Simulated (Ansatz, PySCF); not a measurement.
System: C₃H₆O₂, net charge 0, singlet state. SMILES: COC(C)=O
Geometry: optimised at B3LYP-D3(BJ)/def2-TZVP (Ansatz, a first-principles code).

MP2/6-31G* beside other levels, property by property. Set-up: no spin-orbit coupling; 6-31G* and kin with 6d, 5d where marked; non-relativistic; atomisation electronic, to ground-state atoms; dispersion terms only where a functional's name holds one; UHF or UKS for open shells; frozen cores in correlated levels. CBS marks a two-point X^-3 extrapolation of the correlation energy; Hartree-Fock from the larger set. [CCSD(T)-MP2]/basis is that difference in the basis named. First-principles rows: single points at B3LYP-D3(BJ) geometries (Ansatz), with unscaled harmonic terms from B3LYP/6-31G* (Ansatz) at its own minima, enthalpies of formation by atomisation with measured atoms. A UHF reference is markedly spin-contaminated in at least one set, which strains HF and MP2.

Measured values: Active Thermochemical Tables 1.112 (ions: stationary electron), as tabulated in the package chemicals; CRC Handbook, as tabulated in the package chemicals; G2/97 table in ASE (Curtiss et al.); CRC Handbook, as tabulated in the package chemicals; they hold spin-orbit and core effects, anharmonicity and other conformers. Coupled cluster (Ansatz) is a level with limits of its own, used here on species with T1 under 0.025 (0.045 for open shells) and stable references: (a) RI-MP2/CBS(aug-cc-pVTZ,aug-cc-pVQZ)+[CCSD(T)-MP2]/aug-cc-pVTZ; (b) RI-MP2/CBS(cc-pVTZ,cc-pVQZ)+[CCSD(T)-MP2]/cc-pVTZ.

| property | MP2/6-31G* (Ansatz) | HF/3-21G (Ansatz) | BP86/def2-SVP (PySCF) | wB97X-V/def2-TZVPD (Ansatz) | to compare with |
|---|---|---|---|---|---|
| C-C bond dissociation enthalpy at 298 K, to [CH3] (CH3) + CO[C]=O (kcal/mol) | 95.6 | 71.2 | 92.0 | 95.2 | 95.1 coupled cluster (b) |
| atomisation energy (kcal/mol) | 1019.2 | 714.5 | 1132.9 | 1088.0 | 1086.7 coupled cluster (a) |
| enthalpy of formation at 298 K (kcal/mol) | -29.3 | 275.4 | -143.0 | -98.1 | -98.8 measured |
| C-O bond dissociation enthalpy at 298 K, to C[C]=O + C[O] (CH3O) (kcal/mol) | 105.8 | 70.8 | 97.7 | 97.5 | 100.6 measured |

As the rows show:
- C-C bond dissociation enthalpy at 298 K, to [CH3] (CH3) + CO[C]=O: MP2/6-31G* lies 0.5 kcal/mol above coupled cluster.
- atomisation energy: MP2/6-31G* lies 67.5 kcal/mol below coupled cluster.
- enthalpy of formation at 298 K: MP2/6-31G* lies 69.5 kcal/mol above the measured value.
- C-O bond dissociation enthalpy at 298 K, to C[C]=O + C[O] (CH3O): MP2/6-31G* lies 5.2 kcal/mol above the measured value.

The properties are those with a value to compare with, at most eight drawn at random. No case is left out for the size of its miss. Left out are saddle points of the reference geometry, anions that the best level run finds unbound, excited spin states, species near biochemistry, 298 K rows of species without real B3LYP wavenumbers, cases with under five habitual levels, runs that failed or that the program found above a lower state of the same kind, table entries that another table contradicts, and a share of species set aside by lot.
